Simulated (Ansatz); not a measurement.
A made-up structure of CHMgO (charge +1), closed shell:

O1  (0.726, -0.591, 2.223)
C2  (0.390, -0.323, 1.199)
Mg3  (-0.313, 0.246, -0.949)
H4  (0.674, -1.126, 0.569)
(Å)

It is relaxed with PBE-D4/def2-SVP and then PBE0-D4/def2-TZVP (Ansatz 0.2.0). Atoms count as bonded within 1.22 times the sum of their covalent radii (H–H: 0.88 Å). The end point is not checked to be a true minimum.

Problem. Does its bonding change? (A judgement: the text doesn't fix the answer.)

Solution. Computed: No: no bond forms or breaks.

Where it ends: The first stage lowers the energy by 2.12 eV in 7 steps. It ends as CHMgO ([O][CH][Mg]), total charge +1:
```xyz
4
angstrom
O 0.4720 -0.1538 2.0517
C 0.4979 -0.6189 0.9796
Mg -0.4345 0.5816 -0.7056
H 0.9422 -1.6025 0.7168
```

Labels in which every atom is bracketed show which atoms are joined, not bond orders.

For scale, one of the runs: PBE0-D4/def2-TZVP relaxation, 100 basis functions, launched by `ansatz run in.yaml --threads 2 --pin off --events-out ev --progress --plain --max-ram 4352MiB`. The run took about 9 s on 2 CPU threads of an Arm Neoverse V1 (shared host).
